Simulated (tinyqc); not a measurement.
Pariser-Parr-Pople SCF with singles CI, for the molecule C=C1C=C1 (SMILES; centres numbered as the heavy atoms are written), step by step. One step of it, computed by the program tinyqc.

Task: Iteration 2: orbitals and new P. Diagonalise F (the basis is taken as orthonormal) and form P = 2 sum c c over the lowest orbitals.

F (eV), order 1C, 2C, 3C, 4C:
$$\begin{pmatrix}
-5.119089 & -4.715196 & 0.543206 & 0.543206 \\
-4.715196 & -5.596414 & -3.322046 & -3.322046 \\
0.543206 & -3.322046 & -6.052950 & -4.739654 \\
0.543206 & -3.322046 & -4.739654 & -6.052950
\end{pmatrix}$$

pi electrons, sum of z_r less the charge = 4

Give: orbital energies; P after iteration 2.

Result:

orbital energies (eV): [-13.9868, -8.2260, -1.3133, 0.7048]

P after iteration 2, order 1C, 2C, 3C, 4C:
$$\begin{pmatrix}
1.2321 & 0.8814 & -0.2909 & -0.2909 \\
0.8814 & 0.9883 & 0.3340 & 0.3340 \\
-0.2909 & 0.3340 & 0.8898 & 0.8898 \\
-0.2909 & 0.3340 & 0.8898 & 0.8898
\end{pmatrix}$$
